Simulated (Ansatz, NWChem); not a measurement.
Heat of formation of H3NO (hydroxylamine) from total energies

The species is H3NO (5 atoms), meant as a singlet with charge 0. SMILES: `NO`. The shape is that of a PBE0-D4/def2-TZVP optimisation. This is one conformer, not always the lowest.

Total energies at MP2/def2-TZVPP, 2 core orbitals frozen (NWChem 7.3.0); the atoms run unrestricted:

| species | state | energy (Eh) |
| --- | --- | --- |
| H3NO | singlet | -131.513563 |
| N | quartet | -54.497614 |
| O | triplet | -74.957293 |
| H | doublet | -0.499810 |

Harmonic wavenumbers at PBE0-D4/def2-TZVP, in cm⁻¹: 432, 980, 1152, 1346, 1411, 1678, 3470, 3552, 3855.

Measured heats of formation of the gaseous atoms at 298.15 K, in kJ/mol: N 472.4, O 249.2, H 218.0. Spin-orbit lowering of the atoms at 298 K (mean of the ground term's levels less their thermal mean, from spectra), in kJ/mol: O 0.40. Take 1 Eh = 2625.50 kJ/mol, 1 cm⁻¹ = 0.0119627 kJ/mol, RT = 2.479 kJ/mol.

Q: What heat of formation follows?

A: 
1. Electronic atomisation energy: (-54.497614) + (-74.957293) + 3 × (-0.499810) − (-131.513563) = 0.559226 Eh = 1468.2 kJ/mol.
2. Zero-point energy: half the sum of the wavenumbers, 8938 cm⁻¹ = 106.9 kJ/mol.
3. Thermal vibrational enthalpy, Σ hcν̃/(exp(hcν̃/kT) − 1): 0.9 kJ/mol. Translation, rotation and pV of a non-linear molecule: 4 RT = 9.9 kJ/mol.
4. The 5 free atoms carry 5/2 RT each: 31.0 kJ/mol.
5. Spin-orbit coupling lowers the free atoms by 0.40 = 0.4 kJ/mol.
6. Atomisation enthalpy at 298 K: 1468.2 − 0.4 − 106.9 − 0.9 − 9.9 + 31.0 = 1381.1 kJ/mol.
7. Sum of the atoms' heats of formation: 1375.6 kJ/mol. Heat of formation: 1375.6 − 1381.1 = -5.5 kJ/mol.

The tabulated value is -43.5 kJ/mol (Active Thermochemical Tables), so this level is off by +38.0 kJ/mol, or 2.7 % of the atomisation enthalpy that the table implies (1419.1 kJ/mol). Perturbation theory converges slowly with the basis for atomisation. Anharmonicity and any spin-orbit splitting of the molecule are left out, and cores are frozen in the wave-function part.
